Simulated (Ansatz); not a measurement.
The cluster AlN2⁺. Charge 1, multiplicity 3. Geometry r2SCAN-D4/def2-TZVP, that of the neutral doublet; atoms count from 1.

```csv
atom,x (Å),y (Å),z (Å)
Al1,1.229,-1.110,0.363
N2,-0.204,0.187,-0.053
N3,-1.025,0.923,-0.310
```

At PBE0-D4/def2-TZVP a singlet of charge 1 lies 2.35 eV below the triplet at the same geometry. The structure comes from a short search, and lower isomers may exist.

(1) Estimate the Mulliken populations from the PBE0/def2-TZVP orbitals of Ansatz.

(2) Where does the spin sit?

(3) And the Mayer bond orders between bonded heavy atoms (over 0.3)?

## Answers

(1) 
```tsv
atom	charge (e)	spin (α − β)
Al1	0.82	1.67
N2	0.03	0.04
N3	0.15	0.28
```
Mulliken values and Mayer orders depend strongly on the basis.

(2) Summed by element: Al 1.67, N 0.33, of 2 unpaired in all. Largest on single atoms: Al1 1.67, N3 0.28, N2 0.04.

(3) Al1–N2 0.86 (1.98 Å); N2–N3 2.35 (1.13 Å).
